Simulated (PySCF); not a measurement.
`C=CCC[O-]`: 4 charge schemes on one density

Species: C₄H₇O (charge -1).
Cartesian coordinates in Å at the GFN2-xTB level; atoms count from 1:
```
atom  x, y, z in Å
C1     1.842    0.446    0.358
C2     0.822   -0.410    0.448
C3    -0.245   -0.567   -0.536
C4    -1.584    0.276   -0.127
O5    -2.544    0.163   -0.982
H6     1.997    1.046   -0.525
H7     2.555    0.586    1.159
H8     0.704   -0.977    1.369
H9     0.048   -0.199   -1.520
H10   -0.578   -1.602   -0.621
H11   -1.190    1.334    0.026
H12   -1.827   -0.097    0.925
```

Density: PBE0/pcSseg-1 (PySCF); schemes: Mulliken, IAO, Hirshfeld and ESP-fitted. One conformer (not necessarily the lowest) at the GFN2-xTB geometry, without solvent, vibrations or thermal averaging. The pcSseg-1 basis has no diffuse functions, a weakness for an anion. The HOMO energy is positive at this level (+0.57 eV), so the outermost electrons may be held by the finite basis alone.

Problem. Tabulate the Mulliken, IAO, Hirshfeld and ESP-fitted charges.

Solution. In e; atoms taken as equivalent share a row and are averaged (×n: the atom named and its like, n in all):

```
   atom                 environment  Mulliken     IAO  Hirshfeld  ESP-fitted
     C1        terminal =CH2 carbon    -0.218  -0.403     -0.173      -0.640
     C2            alkene CH carbon    -0.236  -0.110     -0.053      -0.122
     C3              allylic carbon    -0.213  -0.324     -0.118      -0.189
     C4  sp3 carbon bound to oxygen    +0.156  +0.069     -0.058      +0.730
     O5             alkoxide oxygen    -0.715  -0.800     -0.542      -0.925
     H6            vinylic hydrogen    +0.073  +0.122     +0.016      +0.207
     H7            vinylic hydrogen    +0.062  +0.112     +0.006      +0.169
     H8            vinylic hydrogen    +0.060  +0.117     +0.021      +0.127
 H9/H10          methylene hydrogen    +0.070  +0.117     +0.010      +0.036
H11/H12          methylene hydrogen    -0.054  -0.010     -0.059      -0.215
```

Mean size of the charges over all atoms: ESP-fitted 0.301 e, IAO 0.193 e, Mulliken 0.165 e, Hirshfeld 0.094 e. Each set sums to the total charge, -1, to within 0.001 e. The ESP scheme fits charges at the nuclei, held to the total charge, to the electrostatic potential on points at 1.4 to 2.0 times the van der Waals radii. The IAO scheme projects the occupied orbitals on a minimal set of polarised atomic orbitals and counts the electrons in each atom's part of it.

Some averages cover members that differ in this geometry: H9/H10, ESP-fitted +0.020 to +0.052; H11/H12, ESP-fitted -0.230 to -0.200 e.

Lowest charge. All schemes agree: Mulliken O5 (-0.715); IAO O5 (-0.800); Hirshfeld O5 (-0.542); ESP-fitted O5 (-0.925).

Highest charge. The schemes don't all agree: Mulliken C4 (+0.156); IAO H6 (+0.122); Hirshfeld H8 (+0.021); ESP-fitted C4 (+0.730).

Problem. Sum the charges by element, for elements with more than one atom.

Solution. 
```tsv
element	atoms	Mulliken	IAO	Hirshfeld	ESP-fitted
C	4	-0.511	-0.767	-0.402	-0.221
H	7	+0.226	+0.567	-0.055	+0.146
```

Problem. How many electrons does the Mulliken scheme count on O5?

Solution. Z − q = 8 − (-0.715) = 8.715.
